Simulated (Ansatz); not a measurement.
# H₂Si–B, quartet: reading a ladder of total energies

Geometry: that of the H2Si–B, doublet, kept fixed. The doublet lies 1.3 eV lower here.

```xyz
4

Si   -0.0850    0.0000    0.4943
B     0.0885    0.0000   -1.4519
H     0.7098   -1.2068    0.8997
H     0.7098    1.2068    0.8997
```

Basis cc-pVTZ; Ansatz 0.2.0. Only valence electrons are correlated (noble-gas cores frozen), which leaves 9 electrons in 86 orbitals. R marks a restricted (for open shells ROHF) determinant, U an unrestricted one.

Full CI isn't at hand for all of this; UCCSDT(Q) serves as the reference, and is uncertain by about the last step of the cluster series.

Runs differ by some tens of microhartree through their thresholds and, for an open shell, their frozen cores, so steps under 0.03 kcal/mol mean nothing.

```json
{"level": "UHF", "total energy (hartree)": "-314.614832"}
{"level": "UMP2", "total energy (hartree)": "-314.761990"}
{"level": "UCCSD", "total energy (hartree)": "-314.796650"}
{"level": "UCCSD(T)", "total energy (hartree)": "-314.803621"}
{"level": "UCCSDT", "total energy (hartree)": "-314.805208"}
{"level": "UCCSDT(Q)", "total energy (hartree)": "-314.805539"}
```

Problem. What is the correlation energy at UCCSDT(Q), and what share of it do UMP2 and UCCSD recover?

Solution. E(corr) = -314.805539 − (-314.614832) = -0.190707 hartree = -5.189 eV. UMP2: -0.147158 / -0.190707 = 77.16 %. UCCSD: -0.181818 / -0.190707 = 95.34 %.

Problem. By how many kcal/mol does UCCSD(T) miss UCCSDT(Q) (1 hartree = 627.509 kcal/mol), and which steps make up the rest?

Solution. -314.803621 − (-314.805539) = 0.001918 hartree = 1.20 kcal/mol. Steps: UCCSDT − UCCSD(T) = -1.00, UCCSDT(Q) − UCCSDT = -0.21 kcal/mol. Differences between like states or geometries often cancel part of this.
